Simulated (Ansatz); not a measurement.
# BNH₄ (singlet): wave-function methods side by side at a displaced geometry (v2), cc-pVDZ

An exercise on one series of results from a longer session: the logs are not shown, and one member is left open.

The runs use Ansatz 0.2.0, Gaussian basis; cc-pVDZ, core rule «outside noble gas», up to 2 orbitals frozen.

The runs, in order: UHF; CCSD(T) on RHF; BCCD(T) on RHF; CISD; CCSDT(Q) on RHF.

10 further runs of the same task are left out: 1 for a known fault of the program, 2 that didn't finish, 7 set aside as unsound or not needed.

### What is computed

The geometry is a PBE0/def2-TZVP stationary point (not a proven minimum) with its atoms shifted at random (size 0.100 Å).

6 atoms, charge 0, spin multiplicity 1.

Atoms are counted from 1 here; the program's logs count them from 0.

Bond lengths: B1–N2 1.383 Å, B1–H3 1.181 Å, B1–H4 1.277 Å, N2–H5 0.979 Å, N2–H6 1.135 Å. Angles: N2–B1–H3 118.5°, N2–B1–H4 118.2°, H3–B1–H4 122.0°, B1–N2–H5 130.6°, B1–N2–H6 121.5°, H5–N2–H6 104.0°.

Set-up of the first run:

File in.yaml:

```yaml
crystal:
  periodic: [false, false, false]
  atoms:
    - {symbol: B, position_ang: [0.086207, 0.005717, 0.765667]}
    - {symbol: N, position_ang: [-0.078667, 0.014091, -0.607710]}
    - {symbol: H, position_ang: [-0.002047, 1.028571, 1.349495]}
    - {symbol: H, position_ang: [0.081062, -1.120506, 1.367709]}
    - {symbol: H, position_ang: [-0.021997, 0.748616, -1.251818]}
    - {symbol: H, position_ang: [0.111533, -0.913823, -1.232852]}
basis:
  gaussian: {orbitals: cc-pVDZ}
magnetization: {spin_polarized: true, initial_magnetization: 0}
hamiltonian: {xc: hf}
output: {orbitals: {seedname: orbitals}}
```

Run with:

```bash
> ansatz run in.yaml --threads 1 --pin off --events-out ev --progress --plain --max-ram 2176MiB
```

Among the steps run: UHF; CCSD(T) on RHF; BCCD(T) on RHF; CISD; CCSDT(Q) on RHF.

One of the session's tables, all rows but one given; the rest of the session is left out.

It belongs to the step «Misses and costs». 

| method | from RCCSDT(Q) (meV) |
| --- | --- |
| RHF | +8314.9 |
| RMP2 | +1017.1 |
| CISD | +863.8 |
| RCCSD | +240.4 |
| RCCSD(T) | +32.1 |
| BCCD(T) | ? |
| RCCSDT | +15.7 |
| RCCSDT(Q) | 0 |

**Question.** Estimate the row for BCCD(T).

The run gave: from RCCSDT(Q) (meV): +32.4. In the column «from RCCSDT(Q) (meV)» it lies between RCCSD(T) (+32.1) and RCCSD (+240.4).
